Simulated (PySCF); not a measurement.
Mapped SMILES: `[CH3:1][CH2:2][CH2:3][N:4]([CH3:5])[CH3:6]`. Each H is labelled by its parent atom.

- coordinates at the PBE0-D3(BJ)/def2-TZVP level
- shieldings: GIAO B97-2/pcSseg-2
- program: PySCF 2.14
- a single conformation, non-relativistic, gas phase, averaged over atoms made equivalent by symmetry, fast rotation or ring inversion

δ = σ(ref) − σ, references computed at the same level: 13C (σref 185.38) and 1H (σref 31.64) against TMS; NH3 for 15N (σref 261.75).

```json
{"atoms": "H(C5)/H(C6)", "nucleus": "1H", "count": "6", "δ (ppm)": "2.17"}
{"atoms": "C5/C6", "nucleus": "13C", "count": "2", "δ (ppm)": "47.8"}
{"atoms": "C2", "nucleus": "13C", "count": "1", "δ (ppm)": "?"}
{"atoms": "H(C2)", "nucleus": "1H", "count": "2", "δ (ppm)": "1.51"}
{"atoms": "H(C3)", "nucleus": "1H", "count": "2", "δ (ppm)": "2.06"}
{"atoms": "C3", "nucleus": "13C", "count": "1", "δ (ppm)": "?"}
{"atoms": "N4", "nucleus": "15N", "count": "1", "δ (ppm)": "45.0"}
{"atoms": "H(C1)", "nucleus": "1H", "count": "3", "δ (ppm)": "?"}
{"atoms": "C1", "nucleus": "13C", "count": "1", "δ (ppm)": "14.9"}
```

Task: Complete the table.

Result: 
- C3: 66.3 ppm, sp3 CH2 bonded to N; deshielded by the electronegative neighbour
- C2: 26.9 ppm, sp3 CH2; aliphatic region, no heteroatom directly attached
- H(C1): 0.94 ppm, hydrogen on a methyl carbon; far from electronegative atoms and π systems

Shifts are as computed. Against solution values, carbons near 30 ppm lie about +3 ppm off and those near 130 ppm about +7 ppm. Of 1309 compounds with measured shifts, 239 miss one by over three times the rms of a fit or turn the order of signals round; such compounds aren't used in these exercises. Experimental scales use liquid or dissolved standards, which lie at an offset from isolated NH3 (liquid NH3: subtract about 20 ppm).
